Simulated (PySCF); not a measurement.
P: electron affinity

P- [Ne] 3s2 3p4 (3P) → P [Ne] 3s2 3p3 (4S), as a difference of total energies. Computed with PySCF 2.14 in aug-cc-pCVTZ-DK (8s7p5d3f, 75 functions), with the spin-free X2C one-electron Hamiltonian (Gaussian nucleus). Correlated levels: valence and next inner shell: 1s2 frozen. The calculations carry no spin-orbit coupling.

```csv
method,electron affinity (eV),plus first-order spin-orbit estimate,error of that sum (eV)
UHF,-0.334,-0.322,-1.069
MP2 (valence and next inner shell),0.448,0.460,-0.287
SCS-MP2 (valence and next inner shell),0.520,0.532,-0.215
CCSD (valence and next inner shell),0.530,0.542,-0.205
CCSD(T) (valence and next inner shell),0.602,0.614,-0.133
```

Reference: 0.747 eV (measured; photodetachment measurements, as compiled on the Wikipedia data page of electron affinities).

A first-order spin-orbit estimate (lowest level to lowest level, LS coupling) adds 0.012 eV.

Errors of the correlated levels include the incompleteness of this basis and the frozen core.

A negative affinity means that the anion lies above the atom at that level of theory.
